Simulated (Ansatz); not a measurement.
# Zr2C3: from a trial structure to a relaxed crystal

Theory: Ansatz 0.2.0, DFT PBE, scalar-relativistic, plane waves, PAW. Cutoff 420 eV, Γ-centred k mesh, Gaussian smearing, no spin polarisation in the final step.

Zr2C3 was placed on the sites of a reported La2O3 cell (P321, No. 150), with Zr in place of La, C in place of O, at a guessed volume.

```
Zr C
1.0
     3.37705    0.00000    0.00000
    -1.68852    2.92461    0.00000
     0.00000    0.00000    5.25892
Zr C
2 3
Direct
  0.33333 0.66667 0.25000
  0.66667 0.33333 0.75000
  0.25000 0.25000 0.00000
  0.75000 0.00000 0.00000
  0.00000 0.75000 0.00000
```

Cell and atoms relax at zero pressure; the relaxation can't lower the symmetry of the start. After a coarse first stage the cell is made exact in the group found at 0.06 Å.

Energies over the elements count from the elements' standard structures at the same level, with no empirical corrections.

Question: Describe the relaxed structure.

Answer: It keeps P321 (No. 150), but not the shape of the type it started on. Conventional cell: a = 4.483 Å, c = 4.926 Å. Zr is coordinated by 3 C at 2.16 Å; around C lie 2 C at 1.49 Å.

```xyz
5
Lattice="4.4829 0.0000 0.0000 -2.2415 3.8823 0.0000 0.0000 0.0000 4.9258" Properties=species:S:1:pos:R:3 pbc="T T T"
Zr    0.0000    2.5882    1.0485
Zr    2.2415    1.2941    3.8774
C     0.4293    0.7436    0.0000
C     3.6243    0.0000    0.0000
C    -1.8121    3.1387    0.0000
```

Question: What are its volume, energy, density and gap?

Answer: The volume per atom is 17.15 Å³. The density is 4.23 g/cm³ and the energy over the elements is 0.67 eV/atom. The gap on the 12×12×8 mesh is 0 eV (a metal).

The final run used a 12×12×8 mesh on its 5-atom cell and 0.10 eV smearing. The k mesh leaves about 4 meV/atom of noise in metals. A structure relaxed within its symmetry needn't be a true minimum.

Cost: 4 runs of about 2.4 core-minutes in all, on Intel Xeon 6975P-C (Granite Rapids) (shared hosts).